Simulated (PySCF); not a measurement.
Species: hydroxylamine, H3NO.
Z-matrix (Å and degrees, GFN2-xTB geometry), rows numbered from 1:
```
N 
O   1  1.4316
H   1  1.0195  2  105.68
H   1  1.0196  2  105.65  3  -113.57
H   2  0.9663  1  105.00  3  -123.50
```

Theory: TDDFT PBE0/def2-SVPD, vertical, gas phase, core orbitals frozen in the response (PySCF 2.14.0, density-fitted response routines).

Kohn–Sham orbitals with the atoms that hold most of them (Löwdin shares over 4%, at most four atoms; ? is withheld):

| orbital | ε (eV) | atoms |
| --- | --- | --- |
| LUMO+2 | 2.51 | O2 41%, H3 23%, H4 23%, N1 11% |
| LUMO+1 | 1.18 | O2 31%, H3 24%, H4 24%, N1 17% |
| LUMO | 0.83 | ? |
| HOMO | -7.50 | N1 62%, O2 23%, H4 6%, H3 6% |
| HOMO-1 | -8.62 | ? |
| HOMO-2 | -12.42 | O2 63%, N1 26%, H5 6% |
| HOMO-3 | -14.24 | N1 51%, H3 16%, O2 16%, H4 15% |

Q: Which atoms hold the HOMO-1, and with what shares?

A: O2 (bonded to N and H) 76%; N1 (bonded to O and 2 H) 12%; H5 (bonded to O) 5%.

Q: Give the leading atoms of the LUMO.

A: O2 (bonded to N and H) 48%; H5 (bonded to O) 25%; N1 (bonded to O and 2 H) 16%; H4 (bonded to N) 6%. By element: oxygen 48%, hydrogen 31% or more, nitrogen 16%.

Q: How does S1 compare with the orbital gap of 8.33 eV?

A: S1 is at 6.74 eV (f = 0.0050), 1.59 eV below the gap, made of HOMO→LUMO (97%). 

Q: Give energy, strength and leading configuration of S1, S2, S3 and S4, and follow the Löwdin shares of the leading atoms from the occupied to the empty orbital.

A: 
- S1 (6.74 eV, f 0.0050), HOMO→LUMO (97%): N1 62% → 16%, O2 23% → 48%, H5 at most 4% → 25%
- S2 (7.07 eV, f 0.031), HOMO→LUMO+1 (97%): N1 62% → 17%, O2 23% → 31%, H3 6% → 24%
- S3 (7.67 eV, f 0.015), HOMO-1→LUMO (96%): O2 76% → 48%, N1 12% → 16%, H5 5% → 25%
- S4 (8.23 eV, f 0.011), HOMO-1→LUMO+1 (93%): O2 76% → 31%, N1 12% → 17%, H3 at most 4% → 24%

Löwdin shares depend on the basis, the more so with diffuse functions.

Hardware: x86-64 server, one thread, no GPU, shared host. Cost: 1.4 s of wall time.

One conformer stands for the species.
